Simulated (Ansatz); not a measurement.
```yaml
crystal:
  periodic: [false, false, false]
  atoms:
    - {symbol: Ga, position_ang: [0.000000, 0.000000, -1.681662]}
    - {symbol: B, position_ang: [0.000000, 0.000000, 1.474121]}
    - {symbol: N, position_ang: [0.000000, 0.000000, 0.207541]}
basis:
  gaussian: {orbitals: def2-TZVP}
magnetization: {spin_polarized: true, initial_magnetization: 1}
hamiltonian: {xc: pbe0}
relax: {f_tol: 0.004, max_steps: 80}
```

```sh
$ ansatz run in.yaml --threads 1 --pin off --events-out ev --progress --plain --max-ram 2176MiB
```

Steps of the relaxation (energy above the last step; positions in Å, forces in eV/Å):

```
3
step 1, 1.9 meV
Ga    0.000    0.000   -1.682    0.000    0.000    0.191
B     0.000    0.000    1.474    0.000    0.000   -0.347
N     0.000    0.000    0.208    0.000    0.000    0.156
```

```
3
step 2, 0.3 meV
Ga    0.000    0.000   -1.676    0.000    0.000    0.091
B     0.000    0.000    1.469    0.000    0.000   -0.057
N     0.000    0.000    0.207    0.000    0.000   -0.034
```

```
3
step 3, 0.0 meV
Ga    0.000    0.000   -1.672    0.000    0.000    0.002
B     0.000    0.000    1.467    0.000    0.000    0.006
N     0.000    0.000    0.205    0.000    0.000   -0.009
```

```
3
step 5, 0.0 meV
Ga    0.000    0.000   -1.672    0.000    0.000    0.000
B     0.000    0.000    1.467    0.000    0.000    0.000
N     0.000    0.000    0.205    0.000    0.000    0.000
```

Close pairs at the end: B2–N3 1.262 Å, Ga1–N3 1.878 Å.

A stationary point of unrestricted PBE0 after 5 steps, with ⟨S²⟩ = 0.765 against 0.75 for a pure state; no frequencies were run, so it isn't proven a minimum. 26 s on 1 thread of Arm Neoverse V1, shared host.
